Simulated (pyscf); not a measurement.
Thermochemistry of product channels of H₃C–ZnH (SMILES [CH3][ZnH]) + H₂S (SMILES S) on the singlet surface, in kcal/mol, from ωB97M-D3(BJ)/def2-TZVP energies (ideal gas, 1 atm, RRHO with modes under 100 cm⁻¹ raised to 100, one conformer, R ln 2 for chiral ones without a mode under 150 cm⁻¹). Structures and frequencies: ωB97X-D3(BJ)/def2-SVP in PySCF.

```csv
products,ΔE,ΔH(298 K),ΔG(900 K),ΔG(1200 K)
CH₄ (SMILES C) + HS–ZnH (SMILES [SH][ZnH]),-28.5,-26.6,-25.5,-24.9
H₃C–Zn–SH (SMILES [CH3][Zn][SH]) + H₂ (SMILES [H][H]),-18.4,-18.8,-18.2,-18.8
```

These are energies of the channels, which say nothing of barriers. Elements up to Kr have no core potential and no relativistic terms here.
